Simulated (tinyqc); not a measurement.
Inside a calculation (part 1 of 2). Method: CCSD on RHF in the sto-6g basis, for BH3, spin multiplicity 1. Computed by tinyqc, a small Python program that keeps every step (integrals from PySCF). Settings: charge = 0, multiplicity = 1, basis = sto-6g, method = RHF, energy threshold = 1e-10, iteration cap = 80, orthogonalisation = canonical, start = core, DIIS depth = 6, amplitude equations = CCSD, DIIS depth for amplitudes = 0, cap on updates = 53. Command: `OMP_NUM_THREADS=1 python tinyqc.py 31793 31794 out.jsonl` (the two numbers bound the seeds that draw the settings). One thread of a shared host (Intel(R) Xeon(R) Processor @ 2.60GHz), about 0.4 s of CPU time with the checks. The early iterations of the SCF are left out here.

## One-electron integrals

Geometry (angstrom):
```
atom         x         y        z
B      0.00000   0.00000  0.04300
H      1.18200   0.00000  0.00000
H     -0.59100   1.02300  0.00000
H     -0.59100  -1.02300  0.00000
```

Basis sto-6g: exponents (1/bohr^2) and contraction coefficients of normalised primitives:
```
element  l (shell)   exponent  coefficient
B            s (1)  506.01115      0.00916
B            s (1)   92.77681      0.04936
B            s (1)   25.95566      0.16854
B            s (1)    8.91645      0.37056
B            s (1)    3.46251      0.41649
B            s (1)    1.42605      0.13033
B            s (2)   23.19458     -0.01325
B            s (2)    4.59081     -0.04699
B            s (2)    1.42682     -0.03379
B            s (2)    0.54895      0.25024
B            s (2)    0.23841      0.59512
B            s (2)    0.10928      0.24071
B            p (3)   23.19458      0.00376
B            p (3)    4.59081      0.03768
B            p (3)    1.42682      0.17390
B            p (3)    0.54895      0.41804
B            p (3)    0.23841      0.42586
B            p (3)    0.10928      0.10171
H            s (1)   35.52322      0.00916
H            s (1)    6.51314      0.04936
H            s (1)    1.82214      0.16854
H            s (1)    0.62596      0.37056
H            s (1)    0.24308      0.41649
H            s (1)    0.10011      0.13033
```

Overlap, kinetic and nuclear-attraction integrals over the contracted functions; the nuclear repulsion is the sum of Za Zb / Rab.

nuclear repulsion = 7.4887864 hartree

overlap S, order 1B 1s, 1B 2s, 1B 2px, 1B 2py, 1B 2pz, 2H 1s, 3H 1s, 4H 1s:
$$\begin{pmatrix}
1.00000 & 0.26489 & 0.00000 & 0.00000 & 0.00000 & 0.07022 & 0.07031 & 0.07031 \\
0.26489 & 1.00000 & 0.00000 & 0.00000 & 0.00000 & 0.47993 & 0.48022 & 0.48022 \\
0.00000 & 0.00000 & 1.00000 & 0.00000 & 0.00000 & 0.49034 & -0.24538 & -0.24538 \\
0.00000 & 0.00000 & 0.00000 & 1.00000 & 0.00000 & 0.00000 & 0.42474 & -0.42474 \\
0.00000 & 0.00000 & 0.00000 & 0.00000 & 1.00000 & -0.01784 & -0.01785 & -0.01785 \\
0.07022 & 0.47993 & 0.49034 & 0.00000 & -0.01784 & 1.00000 & 0.11119 & 0.11119 \\
0.07031 & 0.48022 & -0.24538 & 0.42474 & -0.01785 & 0.11119 & 1.00000 & 0.11136 \\
0.07031 & 0.48022 & -0.24538 & -0.42474 & -0.01785 & 0.11119 & 0.11136 & 1.00000
\end{pmatrix}$$

kinetic energy T (hartree), order 1B 1s, 1B 2s, 1B 2px, 1B 2py, 1B 2pz, 2H 1s, 3H 1s, 4H 1s:
$$\begin{pmatrix}
10.94724 & -0.33388 & 0.00000 & 0.00000 & 0.00000 & -0.01061 & -0.01060 & -0.01060 \\
-0.33388 & 0.37450 & 0.00000 & 0.00000 & 0.00000 & 0.09010 & 0.09024 & 0.09024 \\
0.00000 & 0.00000 & 1.12503 & 0.00000 & 0.00000 & 0.23401 & -0.11719 & -0.11719 \\
0.00000 & 0.00000 & 0.00000 & 1.12503 & 0.00000 & 0.00000 & 0.20286 & -0.20286 \\
0.00000 & 0.00000 & 0.00000 & 0.00000 & 1.12503 & -0.00851 & -0.00853 & -0.00853 \\
-0.01061 & 0.09010 & 0.23401 & 0.00000 & -0.00851 & 0.76852 & -0.01192 & -0.01192 \\
-0.01060 & 0.09024 & -0.11719 & 0.20286 & -0.00853 & -0.01192 & 0.76852 & -0.01192 \\
-0.01060 & 0.09024 & -0.11719 & -0.20286 & -0.00853 & -0.01192 & -0.01192 & 0.76852
\end{pmatrix}$$

nuclear attraction V (hartree), order 1B 1s, 1B 2s, 1B 2px, 1B 2py, 1B 2pz, 2H 1s, 3H 1s, 4H 1s:
$$\begin{pmatrix}
-24.73434 & -3.09983 & 0.00003 & 0.00000 & 0.00216 & -0.90655 & -0.90771 & -0.90771 \\
-3.09983 & -5.04366 & 0.00018 & 0.00000 & 0.01778 & -2.13450 & -2.13620 & -2.13620 \\
0.00003 & 0.00018 & -5.10450 & 0.00000 & -0.00001 & -2.06611 & 1.03420 & 1.03420 \\
0.00000 & 0.00000 & 0.00000 & -5.10448 & 0.00000 & 0.00000 & -1.79008 & 1.79008 \\
0.00216 & 0.01778 & -0.00001 & 0.00000 & -4.92156 & 0.07888 & 0.07896 & 0.07896 \\
-0.90655 & -2.13450 & -2.06611 & 0.00000 & 0.07888 & -3.96037 & -0.47682 & -0.47682 \\
-0.90771 & -2.13620 & 1.03420 & -1.79008 & 0.07896 & -0.47682 & -3.96145 & -0.47759 \\
-0.90771 & -2.13620 & 1.03420 & 1.79008 & 0.07896 & -0.47682 & -0.47759 & -3.96145
\end{pmatrix}$$

core Hamiltonian H = T + V (hartree), order 1B 1s, 1B 2s, 1B 2px, 1B 2py, 1B 2pz, 2H 1s, 3H 1s, 4H 1s:
$$\begin{pmatrix}
-13.78710 & -3.43371 & 0.00003 & 0.00000 & 0.00216 & -0.91715 & -0.91831 & -0.91831 \\
-3.43371 & -4.66916 & 0.00018 & 0.00000 & 0.01778 & -2.04440 & -2.04596 & -2.04596 \\
0.00003 & 0.00018 & -3.97947 & 0.00000 & -0.00001 & -1.83210 & 0.91701 & 0.91701 \\
0.00000 & 0.00000 & 0.00000 & -3.97945 & 0.00000 & 0.00000 & -1.58723 & 1.58723 \\
0.00216 & 0.01778 & -0.00001 & 0.00000 & -3.79653 & 0.07036 & 0.07043 & 0.07043 \\
-0.91715 & -2.04440 & -1.83210 & 0.00000 & 0.07036 & -3.19184 & -0.48874 & -0.48874 \\
-0.91831 & -2.04596 & 0.91701 & -1.58723 & 0.07043 & -0.48874 & -3.19293 & -0.48950 \\
-0.91831 & -2.04596 & 0.91701 & 1.58723 & 0.07043 & -0.48874 & -0.48950 & -3.19293
\end{pmatrix}$$

## Two-electron integrals

Functions are numbered as in S; the eight-fold symmetry (ij|kl) = (ji|kl) = (kl|ij) leaves the list below.

Two-electron integrals (ij|kl) in chemists' order, unique and non-zero (hartree):
```
(11|11) 2.92499     (21|11) 0.48076     (21|21) 0.09948     (22|11) 0.74345
(22|21) 0.18897     (22|22) 0.54492     (31|31) 0.02110     (32|31) 0.03085
(32|32) 0.12044     (33|11) 0.74345     (33|21) 0.18897     (33|22) 0.54492
(33|33) 0.58711     (41|41) 0.02110     (42|41) 0.03085     (42|42) 0.12044
(43|43) 0.03164     (44|11) 0.74345     (44|21) 0.18897     (44|22) 0.54492
(44|33) 0.52383     (44|44) 0.58711     (51|51) 0.02110     (52|51) 0.03085
(52|52) 0.12044     (53|53) 0.03164     (54|54) 0.03164     (55|11) 0.74345
(55|21) 0.18897     (55|22) 0.54492     (55|33) 0.52383     (55|44) 0.52383
(55|55) 0.58711     (61|11) 0.13267     (61|21) 0.02656     (61|22) 0.04990
(61|31) 0.00208     (61|32) 0.00393     (61|33) 0.05045     (61|44) 0.04963
(61|51) -0.00008    (61|52) -0.00014    (61|53) -2.97e-05   (61|55) 0.04963
(61|61) 0.00736     (62|11) 0.28868     (62|21) 0.07444     (62|22) 0.23282
(62|31) 0.00869     (62|32) 0.04920     (62|33) 0.24542     (62|44) 0.22651
(62|51) -0.00032    (62|52) -0.00179    (62|53) -0.00069    (62|55) 0.22654
(62|61) 0.02102     (62|62) 0.13263     (63|11) 0.26140     (63|21) 0.06843
(63|22) 0.22550     (63|31) 0.01510     (63|32) 0.07992     (63|33) 0.24935
(63|44) 0.21357     (63|51) -0.00025    (63|52) -0.00159    (63|53) -0.00096
(63|55) 0.21359     (63|61) 0.02041     (63|62) 0.15073     (63|63) 0.18316
(64|41) 0.00820     (64|42) 0.03625     (64|43) 0.00945     (64|54) -0.00034
(64|64) 0.01545     (65|11) -0.00951    (65|21) -0.00249    (65|22) -0.00820
(65|31) -0.00025    (65|32) -0.00159    (65|33) -0.00838    (65|44) -0.00777
(65|51) 0.00821     (65|52) 0.03630     (65|53) 0.00947     (65|55) -0.00846
(65|61) -0.00074    (65|62) -0.00548    (65|63) -0.00610    (65|65) 0.01567
(66|11) 0.44007     (66|21) 0.11592     (66|22) 0.40666     (66|31) 0.01740
(66|32) 0.12676     (66|33) 0.45510     (66|44) 0.38239     (66|51) -0.00063
(66|52) -0.00461    (66|53) -0.00265    (66|55) 0.38249     (66|61) 0.03366
(66|62) 0.28876     (66|63) 0.35814     (66|65) -0.01303    (66|66) 0.77500
(71|11) 0.13284     (71|21) 0.02659     (71|22) 0.04997     (71|31) -0.00104
(71|32) -0.00197    (71|33) 0.04990     (71|41) 0.00180     (71|42) 0.00341
(71|43) -0.00035    (71|44) 0.05031     (71|51) -0.00008    (71|52) -0.00014
(71|53) 1.49e-05    (71|54) -2.58e-05   (71|55) 0.04969     (71|61) 0.00702
(71|62) 0.01910     (71|63) 0.01708     (71|64) 0.00085     (71|65) -0.00067
(71|66) 0.02946     (71|71) 0.00738     (72|11) 0.28892     (72|21) 0.07450
(72|22) 0.23299     (72|31) -0.00435    (72|32) -0.02463    (72|33) 0.23141
(72|41) 0.00753     (72|42) 0.04263     (72|43) -0.00819    (72|44) 0.24086
(72|51) -0.00032    (72|52) -0.00179    (72|53) 0.00034     (72|54) -0.00060
(72|55) 0.22671     (72|61) 0.01909     (72|62) 0.09047     (72|63) 0.08156
(72|64) 0.01086     (72|65) -0.00365    (72|66) 0.15246     (72|71) 0.02106
(72|72) 0.13280     (73|11) -0.13084    (73|21) -0.03425    (73|22) -0.11287
(73|31) 0.00994     (73|32) 0.04721     (73|33) -0.11847    (73|41) -0.00299
(73|42) -0.01892    (73|43) 0.01185     (73|44) -0.11323    (73|51) 0.00013
(73|52) 0.00080     (73|53) -0.00050    (73|54) 0.00027     (73|55) -0.10690
(73|61) -0.00781    (73|62) -0.03138    (73|63) -0.01997    (73|64) -0.00267
(73|65) 0.00125     (73|66) -0.04453    (73|71) -0.01023    (73|72) -0.07548
(73|73) 0.05748     (74|11) 0.22648     (74|21) 0.05929     (74|22) 0.19537
(74|31) -0.00299    (74|32) -0.01892    (74|33) 0.18869     (74|41) 0.01339
(74|42) 0.06904     (74|43) -0.01106    (74|44) 0.21236     (74|51) -0.00022
(74|52) -0.00138    (74|53) 0.00027     (74|54) -0.00080    (74|55) 0.18505
(74|61) 0.01521     (74|62) 0.07604     (74|63) 0.06824     (74|64) 0.01791
(74|65) -0.00300    (74|66) 0.12821     (74|71) 0.01770     (74|72) 0.13066
(74|73) -0.07271    (74|74) 0.14133     (75|11) -0.00952    (75|21) -0.00249
(75|22) -0.00821    (75|31) 0.00013     (75|32) 0.00080     (75|33) -0.00793
(75|41) -0.00022    (75|42) -0.00138    (75|43) 0.00027     (75|44) -0.00824
(75|51) 0.00822     (75|52) 0.03634     (75|53) -0.00474    (75|54) 0.00821
(75|55) -0.00847    (75|61) -0.00067    (75|62) -0.00365    (75|63) -0.00322
(75|64) -0.00042    (75|65) 0.00980     (75|66) -0.00646    (75|71) -0.00074
(75|72) -0.00549    (75|73) 0.00306     (75|74) -0.00529    (75|75) 0.01570
(76|11) 0.06454     (76|21) 0.01662     (76|22) 0.05248     (76|31) 0.00082
(76|32) 0.00465     (76|33) 0.05299     (76|41) 0.00142     (76|42) 0.00805
(76|43) 0.00038     (76|44) 0.05343     (76|51) -0.00012    (76|52) -0.00068
(76|53) -0.00010    (76|54) -0.00017    (76|55) 0.05102     (76|61) 0.00452
(76|62) 0.02579     (76|63) 0.02709     (76|64) 0.00278     (76|65) -0.00116
(76|66) 0.05106     (76|71) 0.00452     (76|72) 0.02580     (76|73) -0.01115
(76|74) 0.02486     (76|75) -0.00116    (76|76) 0.00622     (77|11) 0.44026
(77|21) 0.11597     (77|22) 0.40679     (77|31) -0.00871    (77|32) -0.06343
(77|33) 0.40071     (77|41) 0.01508     (77|42) 0.10980     (77|43) -0.03150
(77|44) 0.43704     (77|51) -0.00063    (77|52) -0.00462    (77|53) 0.00132
(77|54) -0.00229    (77|55) 0.38261     (77|61) 0.02943     (77|62) 0.15239
(77|63) 0.13326     (77|64) 0.02556     (77|65) -0.00646    (77|66) 0.25776
(77|71) 0.03372     (77|72) 0.28897     (77|73) -0.17926    (77|74) 0.31029
(77|75) -0.01304    (77|76) 0.05106     (77|77) 0.77500     (81|11) 0.13284
(81|21) 0.02659     (81|22) 0.04997     (81|31) -0.00104    (81|32) -0.00197
(81|33) 0.04990     (81|41) -0.00180    (81|42) -0.00341    (81|43) 0.00035
(81|44) 0.05031     (81|51) -0.00008    (81|52) -0.00014    (81|53) 1.49e-05
(81|54) 2.58e-05    (81|55) 0.04969     (81|61) 0.00702     (81|62) 0.01910
(81|63) 0.01708     (81|64) -0.00085    (81|65) -0.00067    (81|66) 0.02946
(81|71) 0.00703     (81|72) 0.01912     (81|73) -0.00929    (81|74) 0.01438
(81|75) -0.00068    (81|76) 0.00419     (81|77) 0.02947     (81|81) 0.00738
(82|11) 0.28892     (82|21) 0.07450     (82|22) 0.23299     (82|31) -0.00435
(82|32) -0.02463    (82|33) 0.23141     (82|41) -0.00753    (82|42) -0.04263
(82|43) 0.00819     (82|44) 0.24086     (82|51) -0.00032    (82|52) -0.00179
(82|53) 0.00034     (82|54) 0.00060     (82|55) 0.22671     (82|61) 0.01909
(82|62) 0.09047     (82|63) 0.08156     (82|64) -0.01086    (82|65) -0.00365
(82|66) 0.15246     (82|71) 0.01912     (82|72) 0.09054     (82|73) -0.05025
(82|74) 0.06523     (82|75) -0.00366    (82|76) 0.01922     (82|77) 0.15253
(82|81) 0.02106     (82|82) 0.13280     (83|11) -0.13084    (83|21) -0.03425
(83|22) -0.11287    (83|31) 0.00994     (83|32) 0.04721     (83|33) -0.11847
(83|41) 0.00299     (83|42) 0.01892     (83|43) -0.01185    (83|44) -0.11323
(83|51) 0.00013     (83|52) 0.00080     (83|53) -0.00050    (83|54) -0.00027
(83|55) -0.10690    (83|61) -0.00781    (83|62) -0.03138    (83|63) -0.01997
(83|64) 0.00267     (83|65) 0.00125     (83|66) -0.04453    (83|71) -0.00929
(83|72) -0.05025    (83|73) 0.03691     (83|74) -0.03549    (83|75) 0.00198
(83|76) -0.00831    (83|77) -0.08888    (83|81) -0.01023    (83|82) -0.07548
(83|83) 0.05748     (84|11) -0.22648    (84|21) -0.05929    (84|22) -0.19537
(84|31) 0.00299     (84|32) 0.01892     (84|33) -0.18869    (84|41) 0.01339
(84|42) 0.06904     (84|43) -0.01106    (84|44) -0.21236    (84|51) 0.00022
(84|52) 0.00138     (84|53) -0.00027    (84|54) -0.00080    (84|55) -0.18505
(84|61) -0.01521    (84|62) -0.07604    (84|63) -0.06824    (84|64) 0.01791
(84|65) 0.00300     (84|66) -0.12821    (84|71) -0.01438    (84|72) -0.06523
(84|73) 0.03549     (84|74) -0.03888    (84|75) 0.00258     (84|76) -0.01438
(84|77) -0.10267    (84|81) -0.01770    (84|82) -0.13066    (84|83) 0.07271
(84|84) 0.14133     (85|11) -0.00952    (85|21) -0.00249    (85|22) -0.00821
(85|31) 0.00013     (85|32) 0.00080     (85|33) -0.00793    (85|41) 0.00022
(85|42) 0.00138     (85|43) -0.00027    (85|44) -0.00824    (85|51) 0.00822
(85|52) 0.03634     (85|53) -0.00474    (85|54) -0.00821    (85|55) -0.00847
(85|61) -0.00067    (85|62) -0.00365    (85|63) -0.00322    (85|64) 0.00042
(85|65) 0.00980     (85|66) -0.00646    (85|71) -0.00068    (85|72) -0.00366
(85|73) 0.00198     (85|74) -0.00258    (85|75) 0.00981     (85|76) -0.00084
(85|77) -0.00647    (85|81) -0.00074    (85|82) -0.00549    (85|83) 0.00306
(85|84) 0.00529     (85|85) 0.01570     (86|11) 0.06454     (86|21) 0.01662
(86|22) 0.05248     (86|31) 0.00082     (86|32) 0.00465     (86|33) 0.05299
(86|41) -0.00142    (86|42) -0.00805    (86|43) -0.00038    (86|44) 0.05343
(86|51) -0.00012    (86|52) -0.00068    (86|53) -0.00010    (86|54) 0.00017
(86|55) 0.05102     (86|61) 0.00452     (86|62) 0.02579     (86|63) 0.02709
(86|64) -0.00278    (86|65) -0.00116    (86|66) 0.05106     (86|71) 0.00419
(86|72) 0.01922     (86|73) -0.00831    (86|74) 0.01438     (86|75) -0.00084
(86|76) 0.00491     (86|77) 0.03174     (86|81) 0.00452     (86|82) 0.02580
(86|83) -0.01115    (86|84) -0.02486    (86|85) -0.00116    (86|86) 0.00622
(87|11) 0.06464     (87|21) 0.01664     (87|22) 0.05256     (87|31) -0.00164
(87|32) -0.00932    (87|33) 0.05373     (87|44) 0.05286     (87|51) -0.00012
(87|52) -0.00068    (87|53) 0.00019     (87|55) 0.05110     (87|61) 0.00419
(87|62) 0.01923     (87|63) 0.01662     (87|65) -0.00084    (87|66) 0.03177
(87|71) 0.00453     (87|72) 0.02585     (87|73) -0.01599    (87|74) 0.02212
(87|75) -0.00116    (87|76) 0.00491     (87|77) 0.05115     (87|81) 0.00453
(87|82) 0.02585     (87|83) -0.01599    (87|84) -0.02212    (87|85) -0.00116
(87|86) 0.00491     (87|87) 0.00624     (88|11) 0.44026     (88|21) 0.11597
(88|22) 0.40679     (88|31) -0.00871    (88|32) -0.06343    (88|33) 0.40071
(88|41) -0.01508    (88|42) -0.10980    (88|43) 0.03150     (88|44) 0.43704
(88|51) -0.00063    (88|52) -0.00462    (88|53) 0.00132     (88|54) 0.00229
(88|55) 0.38261     (88|61) 0.02943     (88|62) 0.15239     (88|63) 0.13326
(88|64) -0.02556    (88|65) -0.00646    (88|66) 0.25776     (88|71) 0.02947
(88|72) 0.15253     (88|73) -0.08888    (88|74) 0.10267     (88|75) -0.00647
(88|76) 0.03174     (88|77) 0.25787     (88|81) 0.03372     (88|82) 0.28897
(88|83) -0.17926    (88|84) -0.31029    (88|85) -0.01304    (88|86) 0.05106
(88|87) 0.05115     (88|88) 0.77500
```

## Orthogonalisation

S = U s U^T; canonical form X = U s^(-1/2), so that X^T S X = 1. Each column of U has its largest component positive (the first on a tie).

eigenvalues of S: [0.25163, 0.34107, 0.34116, 0.94849, 1.00170, 1.54757, 1.54772, 2.02067]

X, order 1B 1s, 1B 2s, 1B 2px, 1B 2py, 1B 2pz, 2H 1s, 3H 1s, 4H 1s:
$$\begin{pmatrix}
-0.33101 & 0.00000 & -0.00080 & 0.96260 & 0.17026 & 0.00000 & 0.00016 & 0.17869 \\
1.51202 & 0.00000 & 0.00268 & -0.04763 & 0.02599 & 0.00000 & 0.00032 & 0.45694 \\
-0.00284 & 0.00000 & 1.15352 & 0.00005 & 0.00000 & 0.00000 & 0.59398 & -0.00029 \\
0.00000 & 1.15355 & 0.00000 & 0.00000 & 0.00000 & 0.59406 & 0.00000 & 0.00000 \\
-0.05185 & 0.00000 & -0.00008 & -0.18226 & 0.98270 & 0.00000 & -0.00001 & -0.01526 \\
-0.72225 & 0.00000 & -1.03427 & -0.17543 & -0.03130 & 0.00000 & 0.44238 & 0.29069 \\
-0.72597 & -0.89479 & 0.51521 & -0.17527 & -0.03127 & 0.38293 & -0.22091 & 0.29106 \\
-0.72597 & 0.89479 & 0.51521 & -0.17527 & -0.03127 & -0.38293 & -0.22091 & 0.29106
\end{pmatrix}$$

## Iteration 7 (converged): orbitals

converged F (hartree), order 1B 1s, 1B 2s, 1B 2px, 1B 2py, 1B 2pz, 2H 1s, 3H 1s, 4H 1s:
$$\begin{pmatrix}
-7.52169 & -2.11342 & 0.00001 & 0.00000 & -0.00073 & -0.56667 & -0.56737 & -0.56737 \\
-2.11342 & -1.05883 & 0.00016 & 0.00000 & 0.01207 & -0.57116 & -0.57154 & -0.57154 \\
0.00001 & 0.00016 & -0.21070 & 0.00000 & -0.00001 & -0.39825 & 0.19928 & 0.19928 \\
0.00000 & 0.00000 & 0.00000 & -0.21076 & 0.00000 & 0.00000 & -0.34495 & 0.34495 \\
-0.00073 & 0.01207 & -0.00001 & 0.00000 & 0.23361 & 0.01132 & 0.01133 & 0.01133 \\
-0.56667 & -0.57116 & -0.39825 & 0.00000 & 0.01132 & -0.41251 & -0.16271 & -0.16271 \\
-0.56737 & -0.57154 & 0.19928 & -0.34495 & 0.01133 & -0.16271 & -0.41289 & -0.16295 \\
-0.56737 & -0.57154 & 0.19928 & 0.34495 & 0.01133 & -0.16271 & -0.16295 & -0.41289
\end{pmatrix}$$

Diagonalise F' = X^T F X, C = X C', fill 4 alpha and 4 beta electrons from the bottom; D = 2 C_occ C_occ^T. Each column has its largest component positive (the first on a tie).

F' = X^T F X (hartree):
$$\begin{pmatrix}
0.64920 & 0.00000 & -0.00064 & 0.56926 & 0.09399 & 0.00000 & -0.00011 & 0.12628 \\
0.00000 & 0.74353 & 0.00000 & 0.00000 & 0.00000 & 0.08883 & 0.00000 & 0.00000 \\
-0.00064 & 0.00000 & 0.74346 & 0.00191 & 0.00033 & 0.00000 & 0.08877 & 0.00049 \\
0.56926 & 0.00000 & 0.00191 & -6.29026 & -1.22083 & 0.00000 & -0.00159 & -2.33347 \\
0.09399 & 0.00000 & 0.00033 & -1.22083 & 0.00517 & 0.00000 & -0.00031 & -0.44720 \\
0.00000 & 0.08883 & 0.00000 & 0.00000 & 0.00000 & -0.46156 & 0.00000 & 0.00000 \\
-0.00011 & 0.00000 & 0.08877 & -0.00159 & -0.00031 & 0.00000 & -0.46155 & -0.00065 \\
0.12628 & 0.00000 & 0.00049 & -2.33347 & -0.44720 & 0.00000 & -0.00065 & -1.62694
\end{pmatrix}$$

orbital energies (hartree): MO1 -7.52417, MO2 -0.67035, MO3 -0.46807, MO4 -0.46806, MO5 0.23345, MO6 0.69822, MO7 0.74997, MO8 0.75005

coefficients C, order 1B 1s, 1B 2s, 1B 2px, 1B 2py, 1B 2pz, 2H 1s, 3H 1s, 4H 1s:
$$\begin{pmatrix}
0.99422 & -0.21955 & 0.00000 & -0.00010 & -0.01380 & -0.24539 & 0.00184 & 0.00000 \\
0.02466 & 0.54937 & 0.00000 & 0.00040 & 0.06566 & 1.48023 & -0.01160 & 0.00000 \\
0.00000 & -0.00026 & 0.00000 & 0.50810 & 0.00000 & 0.00854 & 1.19382 & 0.00000 \\
0.00000 & 0.00000 & 0.50813 & 0.00000 & 0.00000 & 0.00000 & 0.00000 & 1.19390 \\
-0.00015 & -0.00692 & 0.00000 & 0.00000 & 0.99799 & -0.07625 & 0.00058 & 0.00000 \\
-0.00436 & 0.28226 & 0.00000 & 0.51666 & -0.02088 & -0.75637 & -0.99204 & 0.00000 \\
-0.00436 & 0.28263 & 0.44733 & -0.25808 & -0.02086 & -0.74561 & 0.50479 & -0.86440 \\
-0.00436 & 0.28263 & -0.44733 & -0.25808 & -0.02086 & -0.74561 & 0.50479 & 0.86440
\end{pmatrix}$$

D after iteration 7, order 1B 1s, 1B 2s, 1B 2px, 1B 2py, 1B 2pz, 2H 1s, 3H 1s, 4H 1s:
$$\begin{pmatrix}
2.07335 & -0.19219 & 0.00000 & 0.00000 & 0.00273 & -0.13271 & -0.13273 & -0.13273 \\
-0.19219 & 0.60482 & 0.00012 & 0.00000 & -0.00761 & 0.31032 & 0.31012 & 0.31012 \\
0.00000 & 0.00012 & 0.51633 & 0.00000 & 0.00001 & 0.52488 & -0.26241 & -0.26241 \\
0.00000 & 0.00000 & 0.00000 & 0.51639 & 0.00000 & 0.00000 & 0.45460 & -0.45460 \\
0.00273 & -0.00761 & 0.00001 & 0.00000 & 0.00010 & -0.00390 & -0.00391 & -0.00391 \\
-0.13271 & 0.31032 & 0.52488 & 0.00000 & -0.00390 & 0.69326 & -0.10709 & -0.10709 \\
-0.13273 & 0.31012 & -0.26241 & 0.45460 & -0.00391 & -0.10709 & 0.69321 & -0.10719 \\
-0.13273 & 0.31012 & -0.26241 & -0.45460 & -0.00391 & -0.10709 & -0.10719 & 0.69321
\end{pmatrix}$$

Within a degenerate level the vectors are fixed only up to a rotation; this is one choice.
